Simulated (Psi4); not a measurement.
Interaction energy of H2O ··· CH4O (SMILES O and CO). Monomers: optimised at B3LYP-D3(BJ) (def2-TZVP), held rigid. Orientation: a random orientation, not optimised. The monomers approach along the line of their centres of mass (distance R); nothing else relaxes.

Geometry at R = 3.91 Å (first 3 atoms: monomer A):
```
9

O     -0.0005     0.3896     0.0000
H     -0.7648    -0.1958     0.0000
H      0.7653    -0.1938     0.0000
C      1.0224    -0.3688     4.1530
O      1.2273     0.8164     3.3968
H      1.3926    -1.2597     3.6338
H      1.5848    -0.2527     5.0783
H     -0.0326    -0.5200     4.4072
H      0.7400     0.7435     2.5704
```

Method: SAPT0/jun-cc-pVDZ, frozen core (Psi4).

Components in kJ/mol:

| R / Å | electrostatics | exchange | induction | dispersion | total |
|---|---|---|---|---|---|
| 3.34 | -19.59 | 17.45 | -4.92 | -4.46 | -11.51 |
| 3.48 | -14.78 | 10.67 | -3.22 | -3.34 | -10.67 |
| 3.72 | -9.36 | 4.56 | -1.61 | -2.08 | -8.50 |
| 3.91 | -6.66 | 2.32 | -0.96 | -1.46 | -6.76 |
| 4.08 | -4.98 | 1.26 | -0.62 | -1.07 | -5.42 |
| 4.31 | -3.42 | 0.55 | -0.36 | -0.72 | -3.96 |
| 4.59 | -2.22 | 0.20 | -0.20 | -0.46 | -2.68 |
| 4.89 | -1.41 | 0.07 | -0.11 | -0.30 | -1.75 |
| 5.44 | -0.61 | 0.01 | -0.05 | -0.15 | -0.79 |
| 6.11 | -0.18 | 0.00 | -0.02 | -0.07 | -0.26 |
| 7.11 | 0.05 | 0.00 | -0.01 | -0.03 | 0.01 |
| 8.45 | 0.11 | 0.00 | 0.00 | -0.01 | 0.10 |
